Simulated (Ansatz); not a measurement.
# LiC+ (singlet): wave-function methods side by side at distance C1–Li2 = 2.036 Å, aug-cc-pVTZ

One table from this session's results is given with a row withheld; the runs are named, their logs left out.

Method: aug-cc-pVTZ, core rule «outside noble gas», up to 2 orbitals frozen; program: Ansatz 0.2.0, Gaussian basis.

Plan: UHF; CCSD(T) on RHF; CCSD(T) on UHF; BCCD(T) on RHF; CCSDT(Q) on RHF; CCSDT(Q) on UHF; Full CI.

43 further runs of the same task are left out: 19 for a known fault of the program, 12 that didn't finish, 12 set aside as unsound or not needed. Runs told in other sessions of the task aren't counted.

## The system

The geometry derives from a PBE0/def2-TZVP stationary point (not a proven minimum). One bond is set to the value named and the two fragments are kept rigid.

2 atoms, charge 1, spin multiplicity 1.

Atoms are counted from 1 here; the program's logs count them from 0.

Bond lengths: C1–Li2 2.036 Å.

The first run:

Input file in.yaml:

```yaml
crystal:
  periodic: [false, false, false]
  atoms:
    - {symbol: C, position_ang: [0.000000, 0.000000, 0.000000]}
    - {symbol: Li, position_ang: [0.000000, 0.000000, 2.036000]}
basis:
  gaussian: {orbitals: aug-cc-pVTZ}
total_charge: 1
magnetization: {spin_polarized: true, initial_magnetization: 0}
hamiltonian: {xc: hf}
output: {orbitals: {seedname: orbitals}}
```

On the command line:

```
> ansatz run in.yaml --threads 1 --pin off --events-out ev --progress --plain --max-ram 2393MiB
```

Steps of the session up to this table: UHF; CCSD(T) on RHF; CCSD(T) on UHF; BCCD(T) on RHF; CCSDT(Q) on RHF; CCSDT(Q) on UHF; Full CI.

One of the session's tables, all rows but one given; the rest of the session is left out.

| method | from FCI (kJ/mol) |
| --- | --- |
| RHF | +321.6 |
| RMP2 | +97.3 |
| RCCSD | +14.2 |
| RCCSD(T) | +5.2 |
| BCCD(T) | +5.2 |
| RCCSDT | +3.2 |
| RCCSDT(Q) | ? |
| FCI | 0 |

Q: Estimate the row for RCCSDT(Q) from the others.

As computed: from FCI (kJ/mol): +1.5. In the column «from FCI (kJ/mol)» it lies between FCI (0) and RCCSDT (+3.2).

Left out of the table: UHF, UMP2, UCCSD, UCCSD(T), UCCSDT, UCCSDT(Q) (another determinant or state than the rows shown). UCCSDT(Q) lies 1.01 eV below the table's zero, so the state tabled may not be the lowest.
